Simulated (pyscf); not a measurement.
H₃C–ZnH + CH₃• → CH₃• + H₃C–ZnH (substitution at Zn; doublet surface; C–Zn broken, C–Zn formed). Optimised with ωB97X-D3(BJ)/def2-SVP in PySCF. Energies in kcal/mol from the separated reactants.

| level | barrier | reaction energy |
|---|---|---|
| ωB97X-D3(BJ)/def2-TZVP | ? | 0.0 |
| PBE/def2-TZVP | -3.0 | 0.0 |
| r²SCAN/def2-TZVP | ? | 0.0 |
| B3LYP-D3(BJ)/def2-TZVP | -0.3 | 0.0 |
| PBE0-D3(BJ)/def2-TZVP | -0.8 | 0.0 |
| HF/def2-TZVP | 18.4 | 0.0 |

Problem. Some entries are withheld; supply them.

Solution. 
- ωB97X-D3(BJ)/def2-TZVP, barrier: -0.2
- r²SCAN/def2-TZVP, barrier: -1.6

On the reactant side the descent ends in a complex, 4.6 kcal/mol under the separated species and 4.4 kcal/mol under the saddle at ωB97X-D3(BJ)/def2-TZVP. On the product side the descent ends in a complex, 4.6 kcal/mol under the separated species and 4.4 kcal/mol under the saddle at ωB97X-D3(BJ)/def2-TZVP. At ωB97X-D3(BJ)/def2-TZVP, PBE, r²SCAN, B3LYP-D3(BJ), PBE0-D3(BJ) the saddle lies under the separated reactants, which points to a path from their complex (located at ωB97X-D3(BJ) alone). At ωB97X-D3(BJ)/def2-TZVP, PBE, r²SCAN, B3LYP-D3(BJ), PBE0-D3(BJ) the saddle lies under the separated products, which points to a path from their complex (located at ωB97X-D3(BJ) alone). This is the saddle that the search found; another between the same sides may lie lower. The angle at the attacked Zn is 86° (front-side attack). Elements up to Kr have no core potential and no relativistic terms here.
